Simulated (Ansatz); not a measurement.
Basis-set series for `[NH2][MgH]`. Total charge 0; spin multiplicity 1. All single points use the PBE0-D4/def2-TZVP geometry.

```tsv
functional	basis	functions	energy (Eh)	HOMO (eV)	LUMO (eV)
PBE0-D4	def2-TZVPP	105	-256.48318	-6.28	-0.46
PBE0-D4	def2-QZVPP	210	-256.49645	-6.32	-0.61
ωB97M-V	def2-TZVPP	105	-256.61680	-8.69	0.77
ωB97M-V	def2-QZVPP	210	-256.62941	-8.74	0.39
```

(1) Give the rows for def2-SVP. (Estimate.)

## Answers

(1) The calculation gave: 
```
functional     basis  functions  energy (Eh)  HOMO (eV)  LUMO (eV)
   PBE0-D4  def2-SVP         47   -256.34150      -6.13      -0.31
   ωB97M-V  def2-SVP         47   -256.47343      -8.54       0.93
```

Positive LUMOs are unbound and depend on the basis.

All numbers were calculated with Ansatz.
